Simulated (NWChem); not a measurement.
System: propane (C3H8); SMILES CCC

The following NWChem deck was run.

```
start job
memory heap 200 mb stack 900 mb global 1100 mb
geometry units angstroms noautoz
  C     -1.271095     0.000000     0.257139
  C      0.000000     0.000000    -0.578926
  C      1.271095     0.000000     0.257139
  H     -2.173992     0.000000    -0.372814
  H     -1.321209    -0.887508     0.909034
  H     -1.321209     0.887508     0.909034
  H      0.000000     0.879152    -1.246577
  H      0.000000    -0.879152    -1.246577
  H      2.173992     0.000000    -0.372814
  H      1.321209     0.887508     0.909034
  H      1.321209    -0.887508     0.909034
end
basis spherical
  * library sto-3g
end
dft
  xc b3lyp
  iterations 150
  mulliken
end
task dft energy
```

Excerpt of the output:

```
             Northwest Computational Chemistry Package (NWChem) 7.3.0
             --------------------------------------------------------

 C2V symmetry detected

                             Geometry "geometry" -> ""
                             -------------------------

 Output coordinates in angstroms (scale by  1.889725989 to convert to a.u.)

  No.       Tag          Charge          X              Y              Z
 ---- ---------------- ---------- -------------- -------------- --------------
    1 C                    6.0000    -1.27109500     0.00000000     0.25677492
    2 C                    6.0000     0.00000000     0.00000000    -0.57929008
    3 C                    6.0000     1.27109500     0.00000000     0.25677492
    4 H                    1.0000    -2.17399200     0.00000000    -0.37317808
    5 H                    1.0000    -1.32120900    -0.88750800     0.90866992
    6 H                    1.0000    -1.32120900     0.88750800     0.90866992
    7 H                    1.0000     0.00000000     0.87915200    -1.24694108
    8 H                    1.0000     0.00000000    -0.87915200    -1.24694108
    9 H                    1.0000     2.17399200     0.00000000    -0.37317808
   10 H                    1.0000     1.32120900     0.88750800     0.90866992
   11 H                    1.0000     1.32120900    -0.88750800     0.90866992

 Effective nuclear repulsion energy (a.u.)      82.3925873479

      Symmetry information
      --------------------

 Group name             C2v
 Group number             16
 Group order               4
 No. of unique centers     5

                                 NWChem DFT Module
                                 -----------------

 Summary of "ao basis" -> "ao basis" (spherical)
 ------------------------------------------------------------------------------
       Tag                 Description            Shells   Functions and Types
 ---------------- ------------------------------  ------  ---------------------
 C                           sto-3g                  3        5   2s1p
 H                           sto-3g                  1        1   1s

      Symmetry analysis of basis
      --------------------------

        a1         10
        a2          2
        b1          7
        b2          4

            General Information
            -------------------
          SCF calculation type: DFT
          Wavefunction type:  closed shell.
          No. of atoms     :    11
          No. of electrons :    26
           Alpha electrons :    13
            Beta electrons :    13
          Charge           :     0
          Spin multiplicity:     1
          Use of symmetry is: on ; symmetry adaption is: on
          Maximum number of iterations: 150
          AO basis - number of functions:    23
                     number of shells:    17
          Convergence on energy requested:  1.00D-06
          Convergence on density requested:  1.00D-05
          Convergence on gradient requested:  5.00D-04

              XC Information
              --------------
                         B3LYP Method XC Potential
                     Hartree-Fock (Exact) Exchange  0.200
                        Slater Exchange Functional  0.800 local
                    Becke 1988 Exchange Functional  0.720 non-local
              Lee-Yang-Parr Correlation Functional  0.810
                  VWN I RPA Correlation Functional  0.190 local

             Grid Information
             ----------------
          Grid used for XC integration:  medium
          Radial quadrature: Mura-Knowles
          Angular quadrature: Lebedev.
          Tag              B.-S. Rad. Rad. Pts. Rad. Cut. Ang. Pts.
          ---              ---------- --------- --------- ---------
          C                   0.70       49           9.0       434
          H                   0.35       45          11.0       434
          Grid pruning is: on
          Number of quadrature shells:   233
          Spatial weights used:  Erf1

      Superposition of Atomic Density Guess
      -------------------------------------

 Sum of atomic energies:        -115.26738477

      Non-variational initial energy
      ------------------------------

 Total energy =    -115.908040
 1-e energy   =    -319.661439
 2-e energy   =     121.360812
 HOMO         =      -0.262354
 LUMO         =       0.550982

      Symmetry analysis of molecular orbitals - initial
      -------------------------------------------------

  Numbering of irreducible representations:

     1 a1          2 a2          3 b1          4 b2

  Orbital symmetries:

     1 a1          2 b1          3 a1          4 a1          5 b1
     6 a1          7 b2          8 a1          9 b1         10 a2
    11 a1         12 b2         13 b1         14 b2         15 a1
    16 b1         17 a1         18 a2         19 a1         20 b1
    21 b1         22 a1         23 b2

     ---------------------------------------------
      Total Density - Mulliken Population Analysis
     ---------------------------------------------

    Atom       Charge   Shell Charges
 -----------   ------   -------------------------------------------------------
    1 C    6     6.13   1.99  1.30  2.84
    2 C    6     6.02   1.99  1.28  2.75
    3 C    6     6.13   1.99  1.30  2.84
    4 H    1     0.96   0.96
    5 H    1     0.96   0.96
    6 H    1     0.96   0.96
    7 H    1     0.97   0.97
    8 H    1     0.97   0.97
    9 H    1     0.96   0.96
   10 H    1     0.96   0.96
   11 H    1     0.96   0.96

[...]
```

Level: B3LYP/STO-3G. All runs use the structure optimised with PBE0/def2-SVP.
